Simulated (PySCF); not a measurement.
Isomers of CHNS. Method used: PBE0-D3(BJ)/def2-SVP geometry optimisation, gas phase (PySCF 2.14.0). One conformer each; no zero-point energy, no entropy. No frequencies were run at this level. Point groups hold within 0.08 Å.

Task: Order them by energy at this level, lowest first, and give relative energies in kcal/mol.
A. thiofulminic acid, `C#[N+][S-]`
B. thiocyanic acid, `N#CS`
C. isothiofulminic acid, `[C-]#[N+]S`
D. isothiocyanic acid (`N=C=S`)

Result: D (0.0), B (15.0), A (37.7), C (45.7).

As drawn, the lowest has an N–H bond, which the highest lacks; the highest has an S–H bond, which the lowest lacks.

| SMILES | E (Eh) | E rel (kcal/mol) | dipole (D) | point group | A, B, C (MHz) |
| --- | --- | --- | --- | --- | --- |
| N=C=S | -491.19673 | 0.0 | 2.25 | Cs | 1228468, 5868, 5840 |
| N#CS | -491.17285 | 15.0 | 3.44 | Cs | 285888, 5803, 5687 |
| C#[N+][S-] | -491.13666 | 37.7 | 3.43 | C∞v | –, 6161, 6161 |
| [C-]#[N+]S | -491.12394 | 45.7 | 3.41 | Cs | 284636, 6337, 6199 |

Task: How do the relative energies change in single points at PBE0/pcSseg-1 (no added dispersion term) on the same geometries?

Result: 
| SMILES | PBE0-D3(BJ)/def2-SVP (kcal/mol) | PBE0/pcSseg-1 (kcal/mol) | shift |
| --- | --- | --- | --- |
| N=C=S | 0.0 | 0.0 | 0.0 |
| N#CS | 15.0 | 13.2 | -1.8 |
| C#[N+][S-] | 37.7 | 36.9 | -0.8 |
| [C-]#[N+]S | 45.7 | 43.7 | -2.0 |

Each column counts from its own lowest isomer. The order is unchanged; the largest shift is 2.0 kcal/mol.
